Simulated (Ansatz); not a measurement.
**C2H2F2 (vinylidene fluoride): a chain of runs**

Aim: a point of an energy scan (LC-wPBE/6-31G), then a point of an energy scan (LC-wPBE/6-31G), then a point of an energy scan (ULC-wPBE/6-31G), then a point of an energy scan (ULC-wPBE/6-31G), then a point of an energy scan (ULC-wPBE/6-31G) of C2H2F2 (vinylidene fluoride). 

Program for the calculation: Ansatz 0.2.0.

### 1 The system as given

C2H2F2: 6 atoms, total charge 0, spin state singlet. As SMILES, `C=C(F)F`. The shape is that of a PBE0-D4/def2-TZVP optimisation.

Bond lengths: C1–C2 1.315 Å, C2–F3 1.313 Å, C2–F4 1.313 Å, C1–H5 1.079 Å, C1–H6 1.079 Å. Angles: C1–C2–F3 125.2°, C1–C2–F4 125.2°, F3–C2–F4 109.6°, C2–C1–H5 119.7°, C2–C1–H6 119.7°, H5–C1–H6 120.6°.

### 2 A point of an energy scan at LC-wPBE/6-31G (held atoms (5, 1), held distance 1.1326 angstrom) (run 1)

Contents of in.yaml:

```yaml
basis:
  gaussian:
    orbitals: 6-31G
crystal:
  periodic: [false, false, false]
  atoms:
    - {symbol: C, position_ang: [-0.115900, 0.471000, -0.544400]}
    - {symbol: C, position_ang: [0.105000, -0.394600, 0.420100]}
    - {symbol: F, position_ang: [-0.454900, -0.363600, 1.607600]}
    - {symbol: F, position_ang: [0.919200, -1.422100, 0.343000]}
    - {symbol: H, position_ang: [0.394200, 0.360600, -1.488400]}
    - {symbol: H, position_ang: [-0.805600, 1.284800, -0.384200]}
hamiltonian:
  xc: {name: LC-wPBE}
relax:
  max_steps: 60
  constraints: [{distance: [4, 0], at: 1.1326}]
```

The run is started by

```sh
$ ansatz run in.yaml --threads 1 --pin off --max-ram 2610MiB --events-out events.jsonl --progress --plain --runs-dir runs
```

Output:

```text
Warning: RAYON_NUM_THREADS=1 ignored (pool sized by the plan → 1); use --threads N
The last accepted step is kept in runs//last_step.txt (removed where the run ends without a failure and the disk answers)
[... 56 lines left out ...]
Total energy: -7532.82985262 eV, -276.8263911482 hartree
[... 6 lines left out ...]
Dipole moment:    -0.066108     0.258759    -0.288274 e Å
```

Wall time 6.9 s (1 thread of Arm Neoverse V2, shared host); peak memory 0.1 GiB.

### 3 A point of an energy scan at LC-wPBE/6-31G (held atoms (5, 1), held distance 1.3483 angstrom) (run 2)

Contents of molecule.yaml:

```yaml
basis:
  gaussian:
    orbitals: 6-31G
crystal:
  periodic: [false, false, false]
  atoms:
    - {symbol: C, position_ang: [-0.124473, 0.477632, -0.536364]}
    - {symbol: C, position_ang: [0.101160, -0.390897, 0.422541]}
    - {symbol: F, position_ang: [-0.475379, -0.363684, 1.652981]}
    - {symbol: F, position_ang: [0.944821, -1.451990, 0.336421]}
    - {symbol: H, position_ang: [0.407189, 0.368437, -1.530444]}
    - {symbol: H, position_ang: [-0.811317, 1.296602, -0.391435]}
hamiltonian:
  xc: {name: LC-wPBE}
relax:
  max_steps: 60
  constraints: [{distance: [4, 0], at: 1.3483}]
```

The run is started by

```sh
$ ansatz run molecule.yaml --threads 1 --pin off --max-ram 2610MiB --events-out events.jsonl --progress --plain --runs-dir runs
```

Output:

```text
Warning: RAYON_NUM_THREADS=1 ignored (pool sized by the plan → 1); use --threads N
The last accepted step is kept in runs//last_step.txt (removed where the run ends without a failure and the disk answers)
[... 56 lines left out ...]
Total energy: -7532.01295221 eV, -276.7963706118 hartree
[... 6 lines left out ...]
Dipole moment:    -0.071603     0.264644    -0.285898 e Å
```

Run time: 7.2 s. Hardware: 1 thread of Arm Neoverse V2, shared host; peak memory 0.1 GiB.

### 4 A point of an energy scan at ULC-wPBE/6-31G (held atoms (5, 1), held distance 1.618 angstrom) (run 3)

Contents of input.yaml:

```yaml
crystal:
  periodic: [false, false, false]
  atoms:
    - {symbol: C, position_ang: [-0.156775, 0.491562, -0.488515]}
    - {symbol: C, position_ang: [0.089124, -0.391713, 0.450389]}
    - {symbol: F, position_ang: [-0.473634, -0.387212, 1.688825]}
    - {symbol: F, position_ang: [0.938427, -1.444685, 0.338307]}
    - {symbol: H, position_ang: [0.482551, 0.350627, -1.667206]}
    - {symbol: H, position_ang: [-0.837692, 1.317521, -0.368100]}
basis:
  gaussian:
    orbitals: 6-31G
hamiltonian:
  xc: {name: LC-wPBE}
magnetization:
  spin_polarized: true
relax:
  max_steps: 60
  constraints: [{distance: [4, 0], at: 1.618}]
```

The run is started by

```sh
$ ansatz run input.yaml --threads 1 --pin off --max-ram 2610MiB --events-out events.jsonl --progress --plain --runs-dir runs
```

Output:

```text
Warning: RAYON_NUM_THREADS=1 ignored (pool sized by the plan → 1); use --threads N
The last accepted step is kept in runs//last_step.txt (removed where the run ends without a failure and the disk answers)
[... 64 lines left out ...]
Total energy: -7530.53497502 eV, -276.7420559522 hartree
[... 6 lines left out ...]
Dipole moment:    -0.084802     0.270540    -0.266532 e Å
```

Wall time 13 s (1 thread of Arm Neoverse V2, shared host); peak memory 0.11 GiB.

### 5 A point of an energy scan at ULC-wPBE/6-31G (held atoms (5, 1), held distance 1.9416 angstrom) (run 4)

Contents of in.yaml:

```yaml
crystal:
  periodic: [false, false, false]
  atoms:
    - {symbol: C, position_ang: [-0.198426, 0.509446, -0.426398]}
    - {symbol: C, position_ang: [0.074206, -0.392231, 0.484307]}
    - {symbol: F, position_ang: [-0.470377, -0.417624, 1.732649]}
    - {symbol: F, position_ang: [0.929996, -1.433701, 0.338563]}
    - {symbol: H, position_ang: [0.577198, 0.325396, -1.834396]}
    - {symbol: H, position_ang: [-0.870596, 1.344814, -0.341025]}
basis:
  gaussian:
    orbitals: 6-31G
magnetization:
  spin_polarized: true
  initial_magnetization: 0
hamiltonian:
  xc: {name: LC-wPBE}
relax:
  max_steps: 60
  constraints: [{distance: [4, 0], at: 1.9416}]
```

The run is started by

```sh
$ ansatz run in.yaml --threads 1 --pin off --max-ram 2610MiB --events-out events.jsonl --progress --plain --runs-dir runs
```

Output:

```text
Warning: RAYON_NUM_THREADS=1 ignored (pool sized by the plan → 1); use --threads N
The last accepted step is kept in runs//last_step.txt (removed where the run ends without a failure and the disk answers)
[... 73 lines left out ...]
Total energy: -7528.86770674 eV, -276.6807849728 hartree
[... 6 lines left out ...]
Dipole moment:    -0.112829     0.281865    -0.223554 e Å
```

Wall time 20 s (1 thread of Arm Neoverse V2, shared host); peak memory 0.12 GiB.

### 6 A point of an energy scan at ULC-wPBE/6-31G (held atoms (5, 1), held distance 2.3731 angstrom) (run 5)

Contents of job.yaml:

```yaml
basis:
  gaussian: {orbitals: 6-31G}
crystal:
  periodic: [false, false, false]
  atoms:
    - symbol: C
      position_ang: [-0.248855, 0.530196, -0.349494]
    - symbol: C
      position_ang: [0.055017, -0.391883, 0.526202]
    - symbol: F
      position_ang: [-0.465022, -0.456462, 1.785972]
    - symbol: F
      position_ang: [0.918992, -1.418351, 0.337157]
    - symbol: H
      position_ang: [0.689865, 0.294932, -2.032725]
    - symbol: H
      position_ang: [-0.907996, 1.377668, -0.313412]
magnetization: {spin_polarized: true}
hamiltonian: {xc: {name: LC-wPBE}}
relax: {max_steps: 60, constraints: [{distance: [4, 0], at: 2.3731}]}
```

The run is started by

```sh
$ ansatz run job.yaml --threads 1 --pin off --max-ram 2610MiB --events-out events.jsonl --progress --plain --runs-dir runs
```

Output:

```text
Warning: RAYON_NUM_THREADS=1 ignored (pool sized by the plan → 1); use --threads N
The last accepted step is kept in runs//last_step.txt (removed where the run ends without a failure and the disk answers)
[... 90 lines left out ...]
Total energy: -7527.92390088 eV, -276.6461007473 hartree
[... 6 lines left out ...]
Dipole moment:    -0.158173     0.312665    -0.174854 e Å
```

It took 21 s on 1 thread of Arm Neoverse V2, shared host; peak memory 0.12 GiB.

### 7 What came out

```
                            quantity          value
  run 1, LC-wPBE/6-31G: total energy  -276.82639 Eh
 run 1, LC-wPBE/6-31G: dipole moment         1.89 D
  run 2, LC-wPBE/6-31G: total energy  -276.79637 Eh
 run 2, LC-wPBE/6-31G: dipole moment         1.90 D
 run 3, ULC-wPBE/6-31G: total energy  -276.74206 Eh
run 3, ULC-wPBE/6-31G: dipole moment         1.87 D
 run 4, ULC-wPBE/6-31G: total energy  -276.68078 Eh
run 4, ULC-wPBE/6-31G: dipole moment         1.81 D
         run 4, ULC-wPBE/6-31G: ⟨S²⟩          0.187
 run 5, ULC-wPBE/6-31G: total energy  -276.64610 Eh
run 5, ULC-wPBE/6-31G: dipole moment         1.88 D
         run 5, ULC-wPBE/6-31G: ⟨S²⟩          0.810
```

In words: Mulliken charges (run 1, LC-wPBE/6-31G) run from -0.41 on C1 to +0.55 on C2; they depend strongly on the basis. ⟨S²⟩ (run 4, ULC-wPBE/6-31G) is 0.19 where a pure singlet has 0.00: the reference is spin-contaminated. ⟨S²⟩ (run 5, ULC-wPBE/6-31G) is 0.81 where a pure singlet has 0.00: the reference is spin-contaminated. Mulliken charges (run 5, ULC-wPBE/6-31G) run from -0.26 on F3 to +0.48 on C2.
